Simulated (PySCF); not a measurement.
# ClH4, doublet: computed properties

These are results of PySCF, UPBE0, basis Cl def2-TZVP, H def2-TZVP (no relativity, density fitting), not measurements.

The structure is a minimum.

```json
{
 "Point group": "D4h",
 "Bond lengths": "Cl–H 1.477 Å (×4)",
 "Bond angles": "H–Cl–H 90.0° (×4), H–Cl–H 180.0° (×2)",
 "Spin squared ⟨S²⟩": "0.755",
 "Principal quadrupole moments (Buckingham, traceless) about the centre of mass": "-0.30, -0.30, 0.61 D Å",
 "Entropy at 298.15 K and 1 bar (electronic part: spin only)": "216.7 J/(mol K)",
 "Principal polarisabilities": "12.1, 55.7, 55.7 bohr³",
 "Rotational constants": "3.834, 3.834, 1.917 cm⁻¹",
 "Heat capacity Cp at 298.15 K": "45.7 J/(mol K)",
 "Enthalpy at 298.15 K above 0 K": "10.81 kJ/mol",
 "Zero-point energy": "65.3 kJ/mol",
 "Dipole moment": "0.00 D",
 "Atomisation energy without zero-point energy": "442 kJ/mol",
 "Highest occupied level (α)": "-5.33 eV",
 "Lowest empty level (β)": "-2.68 eV",
 "Rotational symmetry number": "8"
}
```

Harmonic modes (masses in u: Cl 34.969, H 1.008):
```csv
symmetry,ω (cm⁻¹),"IR (km/mol, summed over degenerate members)",type
eu,747,3517,stretch
a2u,771,0.3,bend
b2u,1103,0.0,bend
b2g,1150,0.0,bend
eu,1379,1472,mixed
b1g,1781,0.0,stretch
a1g,1855,0.0,stretch
```

In D4h the vibrations span 2eu + a2u + b2u + b2g + b1g + a1g. The a1g, b1g, b2g, b2u modes carry no infrared intensity, as symmetry demands. With a centre of inversion only u modes can be infrared active and only g modes Raman active.

Charges (e):
```csv
atom,Mulliken,Löwdin,polar tensor,spin (Mulliken),Mayer order to Cl1
Cl1,0.03,0.27,1.49,-0.08,–
"H2,3,4,5",-0.01,-0.07,-0.37,0.27,0.59
```

Mulliken populations on Cl1: s 5.82, p 10.75, d 0.39, f 0.01.

Only a few start shapes were tried, so a lower isomer may exist.

The final relaxation and frequency run took roughly 30 core-seconds on a shared host.
